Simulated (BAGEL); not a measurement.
# FCI/STO-3G (density fitting with qzvpp-jkfit) run of [SiH3]+ (SMILES [SiH3+])

Aim: the vertical ionisation energy of [SiH3]+ at FCI/STO-3G (density fitting with qzvpp-jkfit), from 2 runs. 

The results are computed with BAGEL 1.2.2.

2 further runs of the same task are left out: 2 that didn't finish.

## 1. The system as given

The species is [SiH3]+ (4 atoms), meant as a singlet with charge +1. SMILES: `[SiH3+]`. The shape is that of a PBE0-D4/def2-TZVP optimisation.

Bond lengths: Si1–H2 1.472 Å, Si1–H3 1.472 Å, Si1–H4 1.472 Å. Angles: H2–Si1–H3 120.0°, H2–Si1–H4 120.0°, H3–Si1–H4 120.0°.

## 2. The energy at FCI/STO-3G (density fitting with qzvpp-jkfit)

input.json reads:

```json
{ "bagel": [

{
  "title": "molecule",
  "basis": "sto-3g",
  "df_basis": "qzvpp-jkfit",
  "angstrom": true,
  "geometry": [
    { "atom": "Si", "xyz": [       0.000000,       0.000000,       0.000000 ] },
    { "atom": "H", "xyz": [       0.686900,       0.675400,       1.113000 ] },
    { "atom": "H", "xyz": [      -0.118400,      -1.467200,      -0.009900 ] },
    { "atom": "H", "xyz": [      -0.568500,       0.791700,      -1.103100 ] }
  ]
},

{ "title": "hf", "charge": 1 },

{ "title": "fci", "nstate": 1, "charge": 1, "ncore": 5 }

]}
```

On the command line:

```bash
$ BAGEL_NUM_THREADS=1 BAGEL input.json > input.out
```

The log of the run:

```text
* using 1 threads per process

  ===============================================================
  ===============================================================

  *** Geometry ***

  { "atom" : "Si", "xyz" : [      0.000000,      0.000000,      0.000000 ] },
  { "atom" : "H", "xyz" : [      1.298053,      1.276321,      2.103265 ] },
  { "atom" : "H", "xyz" : [     -0.223744,     -2.772606,     -0.018708 ] },
  { "atom" : "H", "xyz" : [     -1.074309,      1.496096,     -2.084557 ] },

  Number of auxiliary basis functions:      182

  Since a DF basis is specified, we compute 2- and 3-index integrals:
    o Being stored without compression. Storage requirement is 0.000 GB

  Number of basis functions:       12
  Number of electrons      :       17

    * METHOD: MOLECULE                             0.02

  *** RHF ***

  === Nuclear Repulsion ===
    15.7214500870

      * DIIS with orbital gradients will be used.

  === RHF iteration (sto-3g) ===
      0       -287.06027310          0.01962840           0.00
      1       -287.08484467          0.00279142           0.00
      2       -287.08528181          0.00057991           0.00
      3       -287.08530922          0.00005197           0.00
      4       -287.08530941          0.00000092           0.00
      5       -287.08530941          0.00000005           0.00
      6       -287.08530941          0.00000000           0.00
    * SCF iteration converged.

    * Permanent dipole moment:
           (    0.000005,    -0.000047,     0.000010) a.u.

    * METHOD: HF                                   0.03

  ---------------------------
        FCI calculation
  ---------------------------

  Performs exactly the same way as Knowles & Handy 1984 CPL

  o alpha-beta strings
      length:            70
  o size of the space
      determinant space:  1225
      spin-adapted space: 490

  o single displacement lists (alpha)
      length:           525
  o single displacement lists (beta)
      length:           525

     guess   0:   closed 111....              open .......

  === FCI iteration ===

      0  0      -287.08530941     7.76e-03      0.00
      1  0      -287.13994349     2.19e-03      0.00
      2  0      -287.14288116     5.44e-04      0.00
      3  0      -287.14304585     1.27e-04      0.00
      4  0      -287.14305577     3.65e-05      0.00
      5  0      -287.14305662     9.92e-06      0.00
      6  0      -287.14305667     2.50e-06      0.00
      7  0      -287.14305667     6.01e-07      0.00
      8  0      -287.14305667     1.14e-07      0.00
      9  0      -287.14305667     1.96e-08      0.00
     10  0      -287.14305667     4.58e-09      0.00
     11  0      -287.14305667     1.36e-09      0.00
     12  0      -287.14305667     3.88e-10      0.00
     13  0 *    -287.14305667     8.14e-11      0.00

     * ci vector, state   0, <S^2> = 0.0000
       222....    -0.9769115678
       2.2.2..     0.0671011132
       22..2..     0.0670896611
       22...2.     0.0634672880
       2.2...2     0.0634575208
       .222...     0.0612008548

    * METHOD: FCI                                  0.01

  ===============================================================
```

Wall time 0.24 s (1 thread of Intel Xeon Platinum 8488C (Sapphire Rapids), shared host).

## 3. Doublet [SiH3]2+, same level

fci.json reads:

```json
{ "bagel": [

{
  "title": "molecule",
  "basis": "sto-3g",
  "df_basis": "qzvpp-jkfit",
  "angstrom": true,
  "geometry": [
    { "atom": "Si", "xyz": [    0.000000,    0.000000,    0.000000 ] },
    { "atom": "H", "xyz": [    0.686900,    0.675400,    1.113000 ] },
    { "atom": "H", "xyz": [   -0.118400,   -1.467200,   -0.009900 ] },
    { "atom": "H", "xyz": [   -0.568500,    0.791700,   -1.103100 ] }
  ]
},
{ "title": "hf", "charge": 3 },
{ "title": "fci", "nstate": 1, "charge": 2, "ncore": 5, "nspin": 1 }

]}
```

On the command line:

```bash
$ BAGEL_NUM_THREADS=1 BAGEL fci.json > fci.out
```

The log of the run:

```text
* using 1 threads per process

  ===============================================================
  ===============================================================

  *** Geometry ***

  { "atom" : "Si", "xyz" : [      0.000000,      0.000000,      0.000000 ] },
  { "atom" : "H", "xyz" : [      1.298053,      1.276321,      2.103265 ] },
  { "atom" : "H", "xyz" : [     -0.223744,     -2.772606,     -0.018708 ] },
  { "atom" : "H", "xyz" : [     -1.074309,      1.496096,     -2.084557 ] },

  Number of auxiliary basis functions:      182

  Since a DF basis is specified, we compute 2- and 3-index integrals:
    o Being stored without compression. Storage requirement is 0.000 GB

  Number of basis functions:       12
  Number of electrons      :       17

    * METHOD: MOLECULE                             0.02

  *** RHF ***

  === Nuclear Repulsion ===
    15.7214500870

      * DIIS with orbital gradients will be used.

  === RHF iteration (sto-3g) ===
      0       -285.11211272          0.04347355           0.00
      1       -285.19315455          0.00525012           0.00
      2       -285.19382998          0.00096328           0.00
      3       -285.19387638          0.00012414           0.00
      4       -285.19387747          0.00001066           0.00
      5       -285.19387748          0.00000280           0.00
      6       -285.19387748          0.00000246           0.00
      7       -285.19387748          0.00000057           0.00
      8       -285.19387748          0.00000002           0.00
      9       -285.19387748          0.00000000           0.00
    * SCF iteration converged.

    * Permanent dipole moment:
           (    0.051737,     0.640813,     0.004368) a.u.

    * METHOD: HF                                   0.03

  ---------------------------
        FCI calculation
  ---------------------------

  Performs exactly the same way as Knowles & Handy 1984 CPL

  o alpha-beta strings
      length:            56
  o size of the space
      determinant space:  735
      spin-adapted space: 490

  o single displacement lists (alpha)
      length:           525
  o single displacement lists (beta)
      length:           252

     guess   0:   closed 11.....              open ..1....

  === FCI iteration ===

      0  0      -286.33609950     9.82e-03      0.00
      1  0      -286.39789905     3.74e-03      0.00
      2  0      -286.40516710     1.21e-03      0.00
      3  0      -286.40588653     4.03e-04      0.00
      4  0      -286.40597472     1.41e-04      0.00
      5  0      -286.40598413     4.40e-05      0.00
      6  0      -286.40598497     1.25e-05      0.00
      7  0      -286.40598505     3.95e-06      0.00
      8  0      -286.40598505     1.62e-06      0.00
      9  0      -286.40598506     4.28e-07      0.00
     10  0      -286.40598506     9.68e-08      0.00
     11  0      -286.40598506     2.38e-08      0.00
     12  0      -286.40598506     7.43e-09      0.00
     13  0      -286.40598506     8.08e-09      0.00
     14  0      -286.40598506     2.47e-08      0.00
     15  0      -286.40598506     8.32e-08      0.00
     16  0      -286.40598506     9.53e-08      0.00
     17  0      -286.40598506     3.34e-08      0.00
     18  0      -286.40598506     8.84e-09      0.00
     19  0      -286.40598506     2.21e-09      0.00
    ** throwing out 1 trial vectors **
     20  0      -286.40598506     4.71e-10      0.00
    ** throwing out 1 trial vectors **
     21  0      -286.40598506     1.14e-10      0.00
    ** throwing out 1 trial vectors **
     22  0 *    -286.40598506     3.14e-11      0.00

     * ci vector, state   0, <S^2> = 0.7500
       22a....    -0.9583551769
       a22....     0.1313565264
       2.2.a..    -0.0807781685
       2ba...a     0.0757941388
       a2b.a..    -0.0728086746
       b2a.a..    -0.0661699983
       .2a2...    -0.0630881117
       2.2..a.     0.0623756813
       2.a.2..    -0.0608563805
       2.a...2    -0.0547808538

    * METHOD: FCI                                  0.01

  ===============================================================
```

It took 0.24 s on 1 thread of Intel Xeon Platinum 8488C (Sapphire Rapids), shared host.

## 4. Results

Level: FCI/STO-3G (density fitting with qzvpp-jkfit), 5 core orbitals frozen.

| quantity | value |
| --- | --- |
| singlet [SiH3]+: total energy | -287.14306 Eh |
| doublet [SiH3]2+: total energy | -286.40599 Eh |
| vertical ionisation energy (to the doublet dication) | 20.057 eV |

The vertical ionisation energy comes to 20.06 eV (463 kcal/mol). In a minimal basis such a difference can be off by several eV, whatever the method.
